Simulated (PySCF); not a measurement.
Stretching SiCl⁻

Set-up: PySCF, no relativity, basis sets Si def2-SVPD, Cl def2-SVPD. Energies in eV from Si + Cl⁻ in their ground configurations at the same level. State: ³Σ⁻ (triplet), unpaired electrons π ↑↑.

```tsv
R (Å)	TPSS	UHF-MP2	PBE	UHF-SCS-MP2
1.981	-1.288	-0.893	-1.322	-0.771
2.073	-1.632	-1.250	-1.662	-1.136
2.165	-1.821	-1.448	-1.846	-1.343
2.234	-1.891	-1.525	-1.913	-1.425
2.303	-1.917	-1.558	-1.937	-1.464
2.372	-1.910	-1.558	-1.928	-1.470
2.464	-1.865	-1.524	-1.882	-1.443
2.579	-1.772	-1.445	-1.788	-1.372
2.717	-1.632	-1.324	-1.648	-1.260
2.902	-1.429	-1.146	-1.446	-1.094
```

Problem. Put a parabola through the three lowest points of the TPSS curve and estimate Re, k and ωe (reduced mass 15.54 u; 1 eV/Å² = 0.16022 mdyn/Å; ωe = 1302.8·√(k/μ) cm⁻¹).

Solution. Through R = 2.234, 2.303, 2.372 Å the second-order coefficient is 3.47 eV/Å², so Re ≈ 2.323 Å, k ≈ 1.11 mdyn/Å and ωe ≈ 348 cm⁻¹. A polynomial fit of higher order to the unrounded TPSS energies gives Re = 2.320 Å, k = 1.00 mdyn/Å, ωe = 331 cm⁻¹; anharmonicity and rounding make the difference.

The higher-order fit for each curve: TPSS: Re = 2.320 Å, ωe = 331 cm⁻¹, De = 1.92 eV; UHF-MP2: Re = 2.338 Å, ωe = 316 cm⁻¹, De = 1.56 eV; PBE: Re = 2.316 Å, ωe = 332 cm⁻¹, De = 1.94 eV; UHF-SCS-MP2: Re = 2.352 Å, ωe = 306 cm⁻¹, De = 1.47 eV.

Correlated steps freeze 10 core orbitals. Correlated levels converge slowly with the basis: in double zeta they bind strong bonds too weakly, by up to about 1 eV, and carry superposition errors of some tenths. For an ion De counts to the pair picked by the measured ionisation energies or electron affinities, which need not be the lowest pair at this level. The highest Kohn–Sham level is positive in this anion. Much of that is self-interaction error, but it also means that the finite basis helps to hold the extra electron. The state was picked by a PBE0 search and need not be the measured ground state.
